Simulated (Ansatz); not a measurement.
Consider the atomization: `COCC(=N)O` → 3 C• + 7 H• + N• + 2 O•.

Isolated molecules relaxed with PBE0-D4/def2-TZVP in Ansatz; ΔE leaves out vibrations. CCSD(T)/CBS adds triple-zeta CCSD(T) − MP2 to the extrapolated MP2 energy (def2 sets, frozen cores). This one scheme is used for every species, atoms too. Functionals use def2-TZVPP. B3LYP here is the variant with VWN-RPA as its local correlation; programs differ in this. HSE06 is defined as in plane-wave codes. Open shells (•) are unrestricted, without spin–orbit coupling. Spin–orbit coupling would lower the free atoms: a little for C, O. Each species was taken in one conformer, which may not be the lowest.

Problem. What is ΔE at CCSD(T)/CBS? (Best estimate.)

Solution. The calculation gave: +1238.2 kcal/mol.

Problem. What do these levels give: B3LYP-D4, ωB97X-V, PBE0, HSE06, LC-ωPBE, CCSD(T)/def2-SVP? (An estimate is asked.)

Solution. Ansatz gave: B3LYP-D4 1240.7, ωB97X-V 1242.5, PBE0 1241.0, HSE06 1242.6, LC-ωPBE 1239.3, CCSD(T)/def2-SVP 1173.4 kcal/mol.

Largest T1 diagnostic among the species: 0.013.

At CCSD(T), def2-SVP lies −64.7 kcal/mol from the extrapolated value and def2-TZVPP −34.5 kcal/mol: correlation converges slowly with the basis, and small sets miss more of it in the bonded molecule than in its fragments. In def2-TZVPP, CCSD(T) changes the Hartree–Fock value by +350.4 kcal/mol (the triples alone add +22.4 kcal/mol) and MP2 by +377.3 kcal/mol; breaking electron pairs costs correlation energy, which Hartree–Fock lacks. Leaving LDA and LC-ωPBE aside and taking each functional with its dispersion term where it has one, the values, not all of them listed here, spread over 91.3 kcal/mol, from BHLYP-D4 to PBE-D4. LDA lies +177.4 kcal/mol from PBE without D4, its usual overbinding.

For atomizations the MP2-based limit and the directly extrapolated one differ by several kJ/mol either way, and by 10 to 25 for some Ge, Se and Sn compounds, so smaller differences from it don't rank the levels.
